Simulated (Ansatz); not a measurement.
The inner images of a band of C$_{2}$H$_{3}$ClFNO (9 atoms, charge 0, multiplicity 1) are given out of order.

These are results of RKS BLYP-D4/def2-SVP (Ansatz), not measurements.

First end point:

```xyz
9
Properties=species:S:1:pos:R:3
N 0.506 -1.029 -1.142
C 0.249 -0.476 -0.022
O 0.710 -0.963 1.156
C -0.594 0.779 0.204
F -1.246 1.106 -0.959
Cl 0.482 2.156 0.714
H 0.059 -0.509 -1.913
H 1.255 -1.748 0.928
H -1.332 0.639 1.017
```

Last end point:

```xyz
9
Properties=species:S:1:pos:R:3
N 0.122 -1.285 -1.275
C 0.265 -0.648 -0.182
O 1.007 -1.164 0.832
C -0.462 0.665 0.158
F -0.974 1.236 -0.972
Cl 0.695 1.842 0.982
H -0.500 -0.760 -1.908
H 1.216 -0.439 1.461
H -1.282 0.506 0.888
```

Task: Put them in order from the first end to the last, with their energies above the first end.
A.
```xyz
9
Properties=species:S:1:pos:R:3
N 0.106 -1.217 -1.213
C 0.088 -0.628 -0.087
O 0.520 -1.237 1.069
C -0.467 0.771 0.178
F -1.050 1.291 -0.949
Cl 0.924 1.846 0.706
H -0.311 -0.595 -1.929
H 1.472 -1.055 1.195
H -1.194 0.778 1.014
```
B.
```xyz
9
Properties=species:S:1:pos:R:3
N 0.373 -1.109 -1.155
C 0.174 -0.529 -0.038
O 0.657 -0.973 1.151
C -0.578 0.780 0.191
F -1.165 1.199 -0.975
Cl 0.629 2.025 0.761
H -0.080 -0.573 -1.915
H 1.421 -1.559 0.975
H -1.343 0.694 0.987
```
C.
```xyz
9
Properties=species:S:1:pos:R:3
N 0.247 -1.166 -1.188
C 0.113 -0.584 -0.064
O 0.551 -1.088 1.131
C -0.533 0.775 0.182
F -1.113 1.254 -0.963
Cl 0.787 1.919 0.735
H -0.186 -0.583 -1.926
H 1.498 -1.313 1.075
H -1.276 0.740 1.001
```
D.
```xyz
9
Properties=species:S:1:pos:R:3
N -0.023 -1.256 -1.232
C 0.084 -0.663 -0.113
O 0.568 -1.326 0.985
C -0.396 0.767 0.176
F -0.982 1.314 -0.935
Cl 1.046 1.789 0.678
H -0.464 -0.619 -1.916
H 1.363 -0.862 1.317
H -1.108 0.809 1.024
```
E.
```xyz
9
Properties=species:S:1:pos:R:3
N -0.155 -1.296 -1.233
C 0.088 -0.689 -0.141
O 0.672 -1.345 0.900
C -0.326 0.759 0.165
F -0.897 1.341 -0.932
Cl 1.160 1.721 0.676
H -0.640 -0.656 -1.882
H 1.217 -0.708 1.410
H -1.029 0.827 1.020
```

Result: B (+1.9 kcal/mol), C (+6.7 kcal/mol), A (+9.4 kcal/mol), D (+7.6 kcal/mol), E (+4.9 kcal/mol).

Time of the run: 2.2 min on 2 threads of Arm Neoverse N1, with other jobs on the host, peak memory 0.14 GiB.
